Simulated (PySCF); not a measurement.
Start geometry of `c1(F)[nH+]cc[nH]1` from GFN2-xTB (Å):
```
atom  x, y, z in Å
F1     2.327   -0.655    0.172
C2     1.056   -0.294    0.074
N3     0.030   -1.137   -0.082
C4    -1.074   -0.396   -0.134
C5    -0.762    0.902   -0.022
N6     0.603    0.962    0.114
H7     0.129   -2.147   -0.133
H8    -2.056   -0.845   -0.253
H9    -1.370    1.796    0.010
H10    1.167    1.792    0.234
```

Q: What comes out of this run: PBE0-D3(BJ)/def2-SVP geometry optimisation, gas phase (PySCF 2.14.0)?

A: 
```
atom  x, y, z in Å
F1     2.2972   -0.5429   -0.4067
C2     1.0720   -0.2533   -0.1893
N3     0.0697   -1.1203   -0.1638
C4    -1.1047   -0.4337    0.0990
C5    -0.7718    0.8767    0.2305
N6     0.5987    0.9623    0.0458
H7     0.1677   -2.1230   -0.3161
H8    -2.0667   -0.9354    0.1683
H9    -1.3844    1.7507    0.4374
H10    1.1669    1.8072    0.0828
```

The energy falls by 4.1 kcal/mol over 10 energy and gradient evaluations, the largest force component goes from 0.0623 to 3.8e-04 Eh/bohr, and the atoms move by 0.028 Å rms after alignment. The bond that changes most is N3–C4 (ends: nitrogen bonded to 2 C and H; aromatic CH next to a ring nitrogen), which lengthens by 0.055 Å. Bonds longer at the end by more than 0.005 Å: 5 of 10; shorter: 3. Among the angles that change most is N3–C4–C5, from 110.1° to 106.8°. Rotational constants go from 8965, 3694, 2616 to 9028, 3699, 2624 MHz. The orientation of the end geometry is arbitrary; only internal coordinates are fixed.

The run used 104 basis functions and 74 SCF cycles in all.

No PBE0-D3(BJ)/def2-SVP frequencies stand behind this structure, so it isn't proved a minimum.
